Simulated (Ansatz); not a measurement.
Property card for KMgF₃

The calculation used DFT PBEsol, scalar-relativistic, plane waves, PAW (Ansatz 0.2.0).

Cutoff 420 eV; k points 6×6×6 on the computed 5-atom cell (Γ-centred); Gaussian smearing, width 0.02 eV; no spin polarisation.

The structure is relaxed at this level of theory with its symmetry kept. Whether it is the stable form of this composition wasn't checked.

```cif
data_structure
_symmetry_space_group_name_H-M 'Pm-3m'
_symmetry_Int_Tables_number 221
_cell_length_a 3.9909
_cell_length_b 3.9909
_cell_length_c 3.9909
_cell_angle_alpha 90.000
_cell_angle_beta 90.000
_cell_angle_gamma 90.000
_cell_volume 63.56
loop_
_atom_site_label
_atom_site_type_symbol
_atom_site_symmetry_multiplicity
_atom_site_Wyckoff_symbol
_atom_site_fract_x
_atom_site_fract_y
_atom_site_fract_z
_atom_site_occupancy
K1 K 1 b 0.50000 0.50000 0.50000 1
Mg1 Mg 1 a 0.00000 0.00000 0.00000 1
F1 F 3 d 0.50000 0.00000 0.00000 1
```

(1) Formation energy from the elements' standard states (uncorrected)?

(2) Kohn–Sham band gap?

(3) Löwdin character of the top 1 eV of the valence band?

(4) Löwdin character of the lowest 1 eV of the conduction band?

(5) Electron masses at the edge by Cartesian direction of the standard setting (m_e; degenerate bands sorted by energy; no spin-orbit coupling)?

(6) Hole masses at the edge by Cartesian direction of the standard setting (m_e; degenerate bands sorted by energy; no spin-orbit coupling)?

(7) Bulk modulus?

(8) Its pressure derivative?

(9) Electronic dielectric constant xx, yy, zz of the standard setting (independent particles)?

(10) Bader charges (e)?

Answers

(1) -3.297 eV/atom.

(2) 7.12 eV, indirect from R to Γ.

(3) F 2p 99 %.

(4) K 4s 51 %, Mg 3s 21 %, F 2s 20 %.

(5) x: 0.51; y: 0.51; z: 0.51.

(6) x: over 30, 1.7, 1.7; y: over 30, 1.7, 1.7; z: over 30, 1.7, 1.7.

(7) 72 GPa.

(8) 4.5.

(9) 2.2, 2.2, 2.2.

(10) K (1 in the cell) 0.87, Mg (1 in the cell) 1.77, F (3 in the cell) -0.88.

Symmetry holds off the tilts and polar distortions that many cubic perovskites undergo.